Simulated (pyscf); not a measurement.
Addition across a multiple bond or ene-type step: O=Si: (SMILES O=[Si]) [singlet] + HO–SiH₃ (SMILES O[SiH3]) → HO–SiH₂–O–SiH: (SMILES O[SiH2]O[SiH]) [singlet]

Gas phase, singlet surface, charge 0. Bonds broken: Si4–H6. Bonds formed: Si1–H6, O2–Si4. Structures and frequencies: ωB97X-D3(BJ)/def2-SVP in PySCF. Correlated levels are frozen-core, on RHF or UHF. ΔMP2 is the change of the MP2 total energy from the triple- to the quadruple-zeta basis.

Transition state (Å):

```xyz
8

Si     0.5068     1.8753     1.2216
O     -1.0314     1.5627     1.1031
O     -0.2633    -1.8724    -0.1394
Si    -0.7503    -0.3361     0.3766
H      0.0335    -1.9323    -1.0534
H      0.7772     0.2034     0.5486
H     -1.3648     0.2242    -0.8555
H     -1.3814    -0.7535     1.6436
```

One imaginary mode, 154i cm⁻¹; descent along it reached the two sides named, in the forms told below.

```json
[
 {"bond": "Si4–H6", "change": "breaks", "reactant side (Å)": "1.506", "saddle": "1.629", "product side": "3.1"},
 {"bond": "Si1–H6", "change": "forms", "reactant side (Å)": "2.8", "saddle": "1.822", "product side": "1.559"},
 {"bond": "O2–Si4", "change": "forms", "reactant side (Å)": "3.0", "saddle": "2.052", "product side": "1.678"}
]
```

Electronic energies relative to the separated reactants (kJ/mol):

| level | barrier | reaction energy | reverse barrier |
|---|---|---|---|
| ωB97X-D3(BJ)/def2-TZVP | 3.1 | -138.7 | 141.8 |
| PBE/def2-TZVP | 8.7 | -105.1 | 113.8 |
| r²SCAN/def2-TZVP | 7.9 | -122.8 | 130.8 |
| B3LYP-D3(BJ)/def2-TZVP | 21.4 | -123.5 | 144.9 |
| PBE0-D3(BJ)/def2-TZVP | 1.1 | -133.2 | 134.3 |
| M06-2X/def2-TZVP | 11.5 | -139.9 | 151.4 |
| ωB97M-D3(BJ)/def2-TZVP | 18.8 | -122.3 | 141.2 |
| HF/def2-TZVP | 65.2 | -145.6 | 210.7 |
| MP2/def2-QZVPP | 31.5 | -109.3 | 140.8 |
| CCSD/def2-TZVPP | 34.2 | -126.3 | 160.5 |
| CCSD(T)/def2-TZVPP | 31.0 | -117.3 | 148.3 |
| CCSD(T)/def2-TZVPP + ΔMP2(QZVPP) | 28.9 | -119.2 | 148.2 |

With CCSD(T)/def2-TZVPP + ΔMP2(QZVPP) energies and thermal terms (ideal gas, 1 atm, RRHO with modes under 100 cm⁻¹ raised to 100, one conformer, R ln 2 for chiral ones without a mode under 150 cm⁻¹), in kJ/mol:

```
T (K)   ΔH‡    ΔG‡      ΔH     ΔG
-----  ----  -----  ------  -----
298    30.7   76.8  -115.9  -73.6
600    30.7  123.7  -112.9  -31.8
900    31.7  170.0  -109.1   +7.9
1200   33.0  215.9  -105.2  +46.3
```

On the reactant side the descent ends in a complex, 18.3 kJ/mol under the separated species and 21.4 kJ/mol under the saddle at ωB97X-D3(BJ)/def2-TZVP. The reactants may also form a dative adduct at O=Si: [singlet]; it and routes through it were not searched. At the saddle there is also a short Si–Si contact that neither side keeps. HO–SiH₂–O–SiH: [singlet] lies 58.7 kJ/mol over its isomer HO–Si:–O–SiH₃ [singlet] (electronic energy, ωB97M-D3(BJ)/def2-TZVP). One saddle was located; it need not be the lowest between these sides. The CCSD(T) − MP2 part came from Ansatz, without density fitting, on the same reference.
